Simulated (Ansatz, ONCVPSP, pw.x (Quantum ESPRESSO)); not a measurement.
## Ga: one change to the ONCV potential, in the atom and in the bcc crystal

```json
{"Element": "Ga", "Generator": "ONCVPSP 4.0.1.1 (patched build)", "Type": "optimised norm-conserving Vanderbilt (ONCV)", "Functional": "PBEsol", "Relativity": "scalar-relativistic", "Frozen core": "[Ar] 3d10", "Valence charge": "3", "Reference configuration": "4s2 4p1", "Partial waves": "4s: rc 1.85 bohr, ncon 3, nbas 7, qcut 3.3 1/bohr, 2 projectors, debl 3.4 Ha; 4p: rc 2.50 bohr, ncon 4, nbas 9, qcut 3.4 1/bohr, 2 projectors, debl 3.5 Ha; d scattering state at 0.09 Ha: rc 2.55 bohr, ncon 4, nbas 8, qcut 4.3 1/bohr, 2 projectors, debl 3 Ha", "Local potential": "polynomial inside 1.30 bohr (lpopt 2, dvloc0 -1 Ha)", "Core correction": "Teter function, fcfact 2, rcfact 1.25"}
```

Change: core correction Teter function, fcfact 2, rcfact 0.96.

Cutoffs, loose and tight: the cutoffs (Ha) at which the residual kinetic energy of the hardest occupied pseudo-wave falls to 1 and 0.1 mHa per electron. They do not see the model core or the augmentation charge, which bear on the density cutoff. Test errors are all-electron minus pseudo excitation energies from the reference, over the configurations 4s2 4p0; 4s1 4p0; 4s2 4p0.5; 4s0 4p3; variants that change the core or the reference have their own tests.

Crystal test: bcc Ga in pw.x 7.5, no spin, 14³ k-points, Fermi–Dirac smearing 0.01 Ry, cutoffs set for each file from its atomic test. The reference is all-electron LAPW (Ansatz 0.2.0) with the same functional, mesh and smearing; V0 and B0 come from Birch–Murnaghan fits to the pressures at five volumes. Errors are pseudo minus all-electron; Δ is the rms difference of the E(V) curves that follow from these fits, minima aligned, over ±6 % about the mean V0. Mesh and smearing are coarse, so the numbers serve the comparison and aren't converged zero-temperature values; the lattice is a test structure that the element need not adopt.

All-electron: a0 = 3.298 Å (V0 = 17.94 Å³/atom), B0 = 59.1 GPa.

Problem. Does the change bring the crystal closer to the all-electron result?

Solution. The mean pressure error goes from -0.10 to +0.53 GPa, so the change moves the solid further from the all-electron pressures. At 80 % of its cutoff the pressure of the base moves by -0.25 GPa.

```
                       quantity       base    changed
                 outcome (atom)  generated  generated
           cutoff, loose (atom)     9.4 Ha     9.4 Ha
           cutoff, tight (atom)      38 Ha      38 Ha
            bound ghosts (atom)       none       none
largest test error (meV) (atom)        -83        -39
           cutoffs in pw.x (Ry)     90/360     90/360
                         a0 (Å)      3.296      3.308
                   a0 error (%)      -0.06      +0.31
                   B0 error (%)       +0.4       -2.9
                   Δ (meV/atom)        0.4        2.1
      mean pressure error (GPa)      -0.10      +0.53
```

Base: The cutoffs count occupied waves only; projector 2 of the s channel, the hardest unoccupied one, needs 45 Ha at the loose tolerance. Changed file: The cutoffs count occupied waves only; projector 2 of the s channel, the hardest unoccupied one, needs 45 Ha at the loose tolerance.
